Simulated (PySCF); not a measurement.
Input of a run (PBE0-D3(BJ)/def2-SVP geometry optimisation, gas phase (PySCF 2.14.0)), started from GFN2-xTB:
```
{"job": {"xc": "PBE0", "basis": "def2-SVP", "d3": "d3bj", "grid": 1, "kind": "geom"}, "charge": 0, "multiplicity": 1}
P     -0.001477     0.003466     0.570380
H     -0.558658     1.008622    -0.205648
H      1.158342    -0.016325    -0.189555
H     -0.587973    -0.990990    -0.198030
```

Output (energies in Eh, forces in Eh/bohr):
```
step   0  E = -342.89502969  max force = 0.027720
step   1  E = -342.89718067  max force = 0.006563
step   2  E = -342.89728978  max force = 0.000985
step   3  E = -342.89729193  max force = 0.000029
optimisation converged
```

Task: Summarise the run.

Result: The energy falls by 5.9 kJ/mol over 4 energy and gradient evaluations, the largest force component goes from 0.0277 to 2.9e-05 Eh/bohr, and the atoms move by 0.037 Å rms after alignment. Among the bonds, P1–H2, P1–H3 and P1–H4 change most and about equally (+0.042 Å). Bonds longer at the end by more than 0.005 Å: 3 of 3; shorter: 0. The energy never rose by more than 1e-6 Eh on the way. The first step brought 95 % of the lowering.

Task: What are the final bond lengths?

Result: P1–H2 1.429 Å, P1–H3 1.429 Å, P1–H4 1.429 Å. Numbering counts from 1 in the input's order; the species is `P` (PH3).

The run used 33 basis functions and 20 SCF cycles in all. On one thread, Arm Neoverse V2 (aarch64), no GPU (shared host), this took 1.1 s wall and 0.25 GiB of memory at its peak.

PBE0-D3(BJ)/def2-SVP frequencies: not computed here.
